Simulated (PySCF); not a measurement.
Compound: C5H8N (doublet state).
Structure used (GFN2-xTB), in Å, numbered top down from 1:
```
atom  x, y, z in Å
C1     2.8535    0.8212   -0.0423
C2     1.4853    0.3578   -0.0210
C3     0.3263   -0.0163    0.0138
C4    -0.9724   -0.4463    0.0212
C5    -2.1164    0.4834    0.2567
N6    -1.2716   -1.8075   -0.0874
H7     3.5243   -0.0131   -0.2503
H8     2.9904    1.5792   -0.8171
H9     3.1286    1.2578    0.9206
H10   -2.6575    0.2106    1.1662
H11   -2.8279    0.4456   -0.5736
H12   -1.7559    1.5034    0.3575
H13   -0.5297   -2.3698   -0.4780
H14   -2.1776   -2.0066   -0.4885
```

The hyperfine couplings belong to this conformer and change with its torsions.

The species is `CC#C[C](C)N` [radical].

Theory: UKS B3LYP, pcH-1 on C H N, non-relativistic, mean-field spin-orbit, GIAO in PySCF. Isolated species at its GFN2-xTB geometry, gas phase. GFN2-xTB frequencies show an imaginary mode (30i cm⁻¹), so this geometry is no minimum at that level. A GFN2-xTB geometry isn't a minimum of the functional, and hyperfine couplings can be far from their values at a DFT geometry. Stability of the SCF solution: not tested.

(1) What is the g tensor, term by term?

(2) At 9.601 GHz, how far is the centre of the isotropic spectrum from where a free electron (g = 2.002319) resonates?

(3) What are the electron Larmor frequencies g μB B/h along the three axes at 1200 mT?

(4) What effective moment and Curie constant follow for a powder?

(5) In a frozen sample, at which fields do the three g values resonate at 9.5, 34, 94 and 263 GHz (hyperfine left aside), and which band first spreads them over more than twice a line width of 1.0 mT?

Results:

(1) 
```tsv
Δg (ppm)	1	2	3
relativistic mass correction	-166	-166	-166
gauge correction	-4	39	29
orbital Zeeman/spin–orbit	-4	622	957
total	-174	495	820
```

So g = 2.00215, 2.00281, 2.00314 and g_iso = 2.00270; the tensor is rhombic: the two nearest values differ by 33 % of g3 − g1. Axes: g2 points within 15° of the C4–N6 bond and g3 points within 14° of the C4–C5 bond.

(2) B = hν/(g μB) with μB/h = 13.99624 MHz/mT gives 342.59 mT for the free electron and 342.52 mT at g_iso, 0.07 mT lower.

(3) 33.6270, 33.6383, 33.6437 GHz for g1, g2 and g3, a range of 16.7 MHz.

(4) With the mean of g² = 4.0108 and S(S+1) = 0.75: μ_eff = √(⟨g²⟩S(S+1)) = 1.734 μB and χT = 0.12505·⟨g²⟩·S(S+1) = 0.376 cm³ K/mol (cgs; spin-Hamiltonian part alone).

(5) 
| band | GHz | B(g3) mT | B(g2) mT | B(g1) mT | spread mT |
| --- | --- | --- | --- | --- | --- |
| X | 9.5 | 338.84 | 338.90 | 339.01 | 0.17 |
| Q | 34.0 | 1212.71 | 1212.90 | 1213.31 | 0.60 |
| W | 94.0 | 3352.78 | 3353.33 | 3354.45 | 1.66 |
| J | 263.0 | 9380.65 | 9382.18 | 9385.31 | 4.66 |

The spread grows in proportion to the frequency. J band is the first where it exceeds 2.0 mT.

Largest spin populations (Mulliken): C4 (+0.60), C2 (+0.45), C3 (-0.20) and N6 (+0.13). The positive populations add up to 1.30 and the negative ones to -0.30, together 2S = 1. The angles at C4 add up to 359.8°, so it is planar.

The HOMO–LUMO gaps are 4.66 eV among the α and 5.71 eV among the β orbitals.
